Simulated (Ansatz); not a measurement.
# C2HCl2F (SMILES FC=C(Cl)Cl): B3LYP/6-31G(d) (spherical functions)

Aim: the energy change on altering one bond length of C2HCl2F at B3LYP/6-31G* (spherical functions), from 2 runs. 

Program for the calculation: Ansatz 0.2.0.

66 further runs of the same task are left out: 66 set aside as unsound or not needed. Runs told in other sessions of the task aren't counted.

### Step 1. The structure to begin with

C2HCl2F: 6 atoms, total charge 0, spin state singlet. SMILES: `FC=C(Cl)Cl`. The coordinates come from a PBE0-D4/def2-TZVP relaxation.

Bond lengths: F1–C2 1.325 Å, C2–C3 1.326 Å, C3–Cl4 1.703 Å, C3–Cl5 1.711 Å, C2–H6 1.082 Å. Angles: F1–C2–C3 121.8°, C2–C3–Cl4 122.7°, C2–C3–Cl5 120.2°, Cl4–C3–Cl5 117.2°, F1–C2–H6 114.8°, C3–C2–H6 123.4°.

### Step 2. A single-point energy at B3LYP/6-31G(d) (spherical functions)

in.yaml reads:

```yaml
crystal:
  periodic: [false, false, false]
  atoms:
    - {symbol: F, position_ang: [0.369860, -1.453540, 1.016570]}
    - {symbol: C, position_ang: [0.335170, -0.183710, 0.639080]}
    - {symbol: C, position_ang: [-0.249490, 0.193990, -0.489960]}
    - {symbol: Cl, position_ang: [-1.002700, -0.907170, -1.549080]}
    - {symbol: Cl, position_ang: [-0.269610, 1.845290, -0.936840]}
    - {symbol: H, position_ang: [0.816790, 0.505150, 1.320220]}
basis:
  gaussian:
    orbitals: 6-31G_st_-spherical.json
hamiltonian:
  xc: {name: B3LYP}
accuracy: high
output: {orbitals: {seedname: orbitals}}
```

The basis set 6-31G* is read from a file made from the Basis Set Exchange's data (not shown).

The run is started by

```
$ ansatz run in.yaml --threads 1 --pin off --max-ram 3480MiB --events-out events.jsonl --progress --plain --runs-dir runs
```

Standard output:

```text
Warning: RAYON_NUM_THREADS=1 ignored (pool sized by the plan → 1); use --threads N
Functional definition: B3LYP
  name "B3LYP"
  parameter a0 = 0.2
  parameter ax = 0.72
  parameter ac = 0.81
  exchange = (1 - a0 - ax)*slater_x + ax*b88_x + a0*exact_x
  correlation = (1 - ac)*vwn_rpa_c + ac*lyp_c
1764 factors; integrals over basis functions are off by at most 5.3e-9 eV
mean field evaluation 1: about -29849.0768 eV, gradient 2.5e1 eV
mean field evaluation 2: about -29848.8432 eV, gradient 2.7e1 eV
mean field evaluation 4: about -29850.3962 eV, gradient 2.1e0 eV
mean field evaluation 8: about -29850.5813 eV, gradient 3.3e-1 eV
mean field evaluation 16: about -29850.5815 eV, gradient 3.8e-5 eV
mean field -29850.58150389 eV, -1096.9886368170 hartree, gradient 6.1e-8 eV, S^2 0.000000; 0 other end points of the search recorded, 0 dependent functions left out
reference -29850.58153747 eV, -1096.9886380512 hartree; 28, 28 occupied and 52, 52 virtual orbitals, 1764 factors
Total energy: -29850.58153747 eV, -1096.9886380512 hartree
```

Run time: 7.8 s. Hardware: 1 thread of Arm Neoverse V1, shared host; peak memory 0.26 GiB.

### Step 3. The distorted shape at the same level

in.yaml reads:

```yaml
crystal:
  periodic: [false, false, false]
  atoms:
    - symbol: F
      position_ang: [0.385956, -2.774607, 1.374081]
    - symbol: C
      position_ang: [0.351266, -1.504777, 0.996591]
    - symbol: C
      position_ang: [-0.233394, -1.127077, -0.132449]
    - symbol: Cl
      position_ang: [-0.986604, -2.228237, -1.191569]
    - symbol: Cl
      position_ang: [-0.269610, 1.845290, -0.936840]
    - symbol: H
      position_ang: [0.832886, -0.815917, 1.677731]
basis:
  gaussian:
    orbitals: 6-31G_st_-spherical.json
hamiltonian:
  xc: {name: B3LYP}
accuracy: high
output: {orbitals: {seedname: orbitals}}
```

The basis set 6-31G* is read from a file made from the Basis Set Exchange's data (not shown).

The run is started by

```
$ ansatz run in.yaml --threads 1 --pin off --max-ram 3480MiB --events-out events.jsonl --progress --plain --runs-dir runs
```

Standard output, cut to the lines that bear on the results:

```text
Warning: RAYON_NUM_THREADS=1 ignored (pool sized by the plan → 1); use --threads N
[... 7 set-up lines as earlier in the session ...]
1691 factors; integrals over basis functions are off by at most 1.3e-8 eV
mean field evaluation 1: about -29842.6406 eV, gradient 3.3e1 eV
mean field evaluation 2: about -29769.4746 eV, gradient 1.3e2 eV
mean field evaluation 4: about -29845.1513 eV, gradient 2.1e1 eV
mean field evaluation 8: about -29846.9183 eV, gradient 1.4e0 eV
mean field evaluation 16: about -29846.9233 eV, gradient 8.5e-4 eV
mean field -29846.92329044 eV, -1096.8541999524 hartree, gradient 2.5e-8 eV, S^2 0.000000; 0 other end points of the search recorded, 0 dependent functions left out
reference -29846.92332798 eV, -1096.8542013321 hartree; 28, 28 occupied and 52, 52 virtual orbitals, 1691 factors
Total energy: -29846.92332798 eV, -1096.8542013321 hartree
```

It took 8.7 s on 1 thread of Arm Neoverse V1, shared host; peak memory 0.25 GiB.

### Step 4. What came out

Level: B3LYP/6-31G* (spherical functions).

| quantity | value |
| --- | --- |
| first shape: total energy | -1096.98864 Eh |
| first shape: HOMO energy | -6.96 eV |
| first shape: LUMO energy | -0.23 eV |
| first shape: HOMO–LUMO gap | 6.72 eV |
| distorted shape: total energy | -1096.85420 Eh |
| distorted shape: HOMO energy | -7.86 eV |
| distorted shape: LUMO energy | -5.94 eV |
| distorted shape: HOMO–LUMO gap | 1.92 eV |
| energy change with the C3–Cl5 bond stretched from 1.711 to 3.080 Å | 3.658 eV |

**Reading.** One bond (distorted shape) is far stretched, which a spin-restricted single reference describes badly; a broken-symmetry solution may lie lower. With the C3–Cl5 bond stretched from 1.711 to 3.080 Å the energy rises by 3.66 eV (84 kcal/mol). The first shape isn't relaxed at this level, so the change isn't measured from a minimum. A restricted reference can't describe the breaking bond well at this length.
